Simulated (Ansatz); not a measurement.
Geometry optimisation, RKS r2SCAN-D4/STO-3G (Ansatz 0.2.0).

Input:

```yaml
crystal:
  periodic: [false, false, false]
  atoms:
    - { symbol: C, position_ang: [-0.114, -0.695, -2.0344] }
    - { symbol: C, position_ang: [-0.1439, -0.1587, -0.8047] }
    - { symbol: O, position_ang: [0.1168, -0.9838, 0.2476] }
    - { symbol: C, position_ang: [1.596, -0.8532, 0.6307] }
    - { symbol: S, position_ang: [-0.5772, 1.4899, -0.5363] }
    - { symbol: C, position_ang: [-1.4147, 1.3677, 1.0761] }
    - { symbol: H, position_ang: [0.0985, -1.691, -2.2229] }
    - { symbol: H, position_ang: [-0.3797, -0.0215, -2.9114] }
    - { symbol: H, position_ang: [1.7155, -1.5516, 1.4915] }
    - { symbol: H, position_ang: [2.1844, -1.1224, -0.177] }
    - { symbol: H, position_ang: [1.7374, 0.1442, 1.0197] }
    - { symbol: H, position_ang: [-1.8164, 2.3313, 1.3673] }
    - { symbol: H, position_ang: [-0.7602, 1.0781, 1.843] }
    - { symbol: H, position_ang: [-2.2556, 0.6368, 1.0396] }
basis:
  gaussian: { orbitals: STO-3G }
hamiltonian:
  xc: r2scan
  dispersion: d4
relax:
  f_tol: 0.02
  max_steps: 40
```

Command:

```bash
$ ansatz run input.yaml --threads 1 --pin off --max-ram 2048MiB --backend cpu --events-out ev --progress --plain --runs-dir out
```

Task: Where does it end, and by what steps?

Result: The forces met the threshold. The force dipped under the threshold on the way, but the program's further checks kept it going. Limits of this set-up: minimal basis. After 32 steps the energy has fallen by 0.789 eV; H12 moved furthest, 1.13 Å.

```
step  energy less start (eV)  largest force component (eV/Å)  accepted
   0                  0.0000                           4.315       yes
   2                 -0.6974                           1.024       yes
   4                 -0.7450                           0.237       yes
   6                 -0.7631                           0.140       yes
   8                 -0.7713                           0.252       yes
  10                 -0.7749                           0.148       yes
  12                 -0.7766                           0.023       yes
  14                 -0.7772                           0.058       yes
  16                 -0.7779                           0.041       yes
  18                 -0.7758                           0.203        no
  20                 -0.7794                           0.088       yes
  22                 -0.7810                           0.133       yes
  24                 -0.7821                           0.257        no
  26                 -0.7868                           0.077       yes
  28                 -0.7859                           0.078        no
  30                 -0.7883                           0.087       yes
  32                 -0.7887                           0.015       yes
```

```xyz
14
Properties=species:S:1:pos:R:3
C -0.194 -0.774 -2.171
C -0.155 -0.248 -0.930
O 0.176 -1.090 0.183
C 1.441 -0.611 0.784
S -0.572 1.474 -0.598
C -1.289 1.226 1.067
H 0.160 -1.791 -2.359
H -0.573 -0.202 -3.021
H 1.579 -1.186 1.718
H 2.302 -0.799 0.110
H 1.404 0.472 1.017
H -0.851 1.933 1.786
H -1.063 0.197 1.385
H -2.379 1.370 1.057
```

Whether the end is a true minimum wasn't checked by a vibrational analysis.

The run took 3.2 min on 1 thread of Arm Neoverse V1 (shared host), peak memory 0.15 GiB.
